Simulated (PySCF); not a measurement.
Point-charge models of `C=C(C)/C=C\F` against its computed dipole.

Coordinates (GFN2-xTB, Å) and charges (e) from the PBE0/pcSseg-1 density (PySCF):

```json
{"atom": "C1", "x": "-1.012", "y": "1.403", "z": "0.713", "Mulliken": "-0.0625", "IAO": "-0.3296", "Hirshfeld": "-0.1094", "ESP-fitted": "-0.7237"}
{"atom": "C2", "x": "-0.376", "y": "0.368", "z": "0.164", "Mulliken": "-0.4265", "IAO": "+0.0292", "Hirshfeld": "+0.0097", "ESP-fitted": "+0.6149"}
{"atom": "C3", "x": "-1.097", "y": "-0.659", "z": "-0.653", "Mulliken": "-0.1233", "IAO": "-0.4252", "Hirshfeld": "-0.1237", "ESP-fitted": "-0.7006"}
{"atom": "C4", "x": "1.059", "y": "0.224", "z": "0.360", "Mulliken": "-0.1717", "IAO": "-0.2081", "Hirshfeld": "-0.0745", "ESP-fitted": "-0.5854"}
{"atom": "C5", "x": "1.869", "y": "-0.724", "z": "-0.099", "Mulliken": "+0.2613", "IAO": "+0.1303", "Hirshfeld": "+0.0426", "ESP-fitted": "+0.1689"}
{"atom": "F6", "x": "1.481", "y": "-1.762", "z": "-0.858", "Mulliken": "-0.2764", "IAO": "-0.2686", "Hirshfeld": "-0.0683", "ESP-fitted": "-0.1650"}
{"atom": "H7", "x": "-0.495", "y": "2.143", "z": "1.301", "Mulliken": "+0.1033", "IAO": "+0.1438", "Hirshfeld": "+0.0423", "ESP-fitted": "+0.2331"}
{"atom": "H8", "x": "-2.072", "y": "1.544", "z": "0.592", "Mulliken": "+0.1057", "IAO": "+0.1479", "Hirshfeld": "+0.0442", "ESP-fitted": "+0.2362"}
{"atom": "H9", "x": "-0.977", "y": "-1.647", "z": "-0.214", "Mulliken": "+0.1329", "IAO": "+0.1573", "Hirshfeld": "+0.0402", "ESP-fitted": "+0.2067"}
{"atom": "H10", "x": "-0.689", "y": "-0.697", "z": "-1.662", "Mulliken": "+0.1329", "IAO": "+0.1573", "Hirshfeld": "+0.0403", "ESP-fitted": "+0.2052"}
{"atom": "H11", "x": "-2.157", "y": "-0.426", "z": "-0.712", "Mulliken": "+0.1110", "IAO": "+0.1437", "Hirshfeld": "+0.0450", "ESP-fitted": "+0.1726"}
{"atom": "H12", "x": "1.529", "y": "0.992", "z": "0.958", "Mulliken": "+0.1059", "IAO": "+0.1645", "Hirshfeld": "+0.0537", "ESP-fitted": "+0.2172"}
{"atom": "H13", "x": "2.932", "y": "-0.759", "z": "0.092", "Mulliken": "+0.1077", "IAO": "+0.1574", "Hirshfeld": "+0.0582", "ESP-fitted": "+0.1199"}
```

Form Σ q r in debye for every column and set it beside the full dipole.

The full density gives (0.41, 0.69, 0.54) D, 0.97 D in size; dipole vectors point from the negative to the positive end.

| scheme | μx | μy | μz | size (D) | share of the full size (%) | angle to the full dipole (°) |
| --- | --- | --- | --- | --- | --- | --- |
| Mulliken | 0.01 | 0.70 | 0.46 | 0.83 | 86 | 25 |
| IAO | 0.85 | 1.49 | 1.15 | 2.07 | 214 | 1 |
| Hirshfeld | 0.57 | 0.28 | 0.30 | 0.70 | 73 | 29 |
| ESP-fitted | 0.41 | 0.68 | 0.53 | 0.95 | 99 | 0 |

Which set comes closest?

Length of the difference vector: ESP-fitted 0.02 D, Mulliken 0.41 D, Hirshfeld 0.50 D, IAO 1.10 D. Closest: ESP-fitted. The schemes that divide the density aren't constrained to reproduce the dipole.

What is left for the Hirshfeld atoms' own dipoles?

The Hirshfeld atoms' densities add up to the full density, so μ = Σ q r + Σ (atomic dipoles). The atomic dipoles sum to (0.41, 0.69, 0.54) − (0.57, 0.28, 0.30) = (-0.16, 0.41, 0.24) D, 0.50 D in size.

With the origin at the mean of the coordinates, (0.000, 0.000, -0.001) Å, which are the largest single terms, by size, of the Hirshfeld dipole along the direction of the full one?

C3 +0.77, C1 -0.51, H12 +0.49, H7 +0.41, F6 +0.36 D; all 13 atoms together +0.61 D. The single terms depend on the origin, their sum doesn't.

Give the size of the full dipole in other units.

0.97 D = 0.380 au = 0.201 e·Å = 3.22 × 10⁻³⁰ C·m.

One conformer (not necessarily the lowest) at the GFN2-xTB geometry, without solvent, vibrations or thermal averaging.

Conformer computed: `[CH2:1]=[C:2]([CH3:3])/[CH:4]=[CH:5]\[F:6]`: C1–C2–C4–C5 180°.
